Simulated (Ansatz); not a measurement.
# The cluster Al3+: the relaxed shape and its frontier levels

What does the cluster Al3+ look like as a singlet, and where do its frontier electrons sit?

The runs use Ansatz 0.2.0, Gaussian basis; RKS PBE0-D4/def2-TZVP.

Levels to be run: relaxation at PBE0-D4/def2-TZVP; a single point at PBE0-D4/def2-TZVP.

## 1. Where the work starts

3 atoms, charge 1, spin multiplicity 1.

Atoms are counted from 1 here; the program's logs count them from 0.

Bond lengths: Al1–Al2 2.733 Å, Al1–Al3 2.737 Å, Al2–Al3 2.732 Å. Angles: Al2–Al1–Al3 59.9°, Al1–Al2–Al3 60.1°, Al1–Al3–Al2 60.0°.

The ion is computed in the gas phase, without counter-ions or solvent.

The start is a GFN2-xTB geometry.

## 2. Optimising with PBE0-D4/def2-TZVP

The input, in.yaml:

```yaml
crystal:
  periodic: [false, false, false]
  atoms:
    - {symbol: Al, position_ang: [1.199550, 0.455280, -0.921040]}
    - {symbol: Al, position_ang: [-1.476120, 0.039880, -0.552390]}
    - {symbol: Al, position_ang: [0.276570, -0.495160, 1.473430]}
basis:
  gaussian: {orbitals: def2-TZVP}
total_charge: 1
hamiltonian: {xc: pbe0, dispersion: d4}
scf: {lower_state_search: "off"}
output: {orbitals: {seedname: orbitals}}
relax: {f_tol: 0.02, max_steps: 100}
```

Command:

```
$ ansatz run in.yaml --threads 2 --pin off --events-out ev --progress --plain --max-ram 4352MiB
```

After this run come: Single point, PBE0-D4/def2-TZVP.

Before running them: what should the planned runs give, taken together? Wanted: point group; commonest bond; HOMO, LUMO at PBE0-D4/def2-TZVP.

As calculated:

| quantity | value |
| --- | --- |
| point group | D3h |
| commonest bond | Al–Al, 3 of mean length 2.542 Å |
| HOMO, LUMO at PBE0-D4/def2-TZVP | -9.80, -8.36 eV |

**Reading.** The molecule keeps its bonding pattern by the stored test; the atoms moved 0.11 Å (rms). No usable vibrations, so a minimum isn't proven. Whether this spin is the lowest isn't tested here.
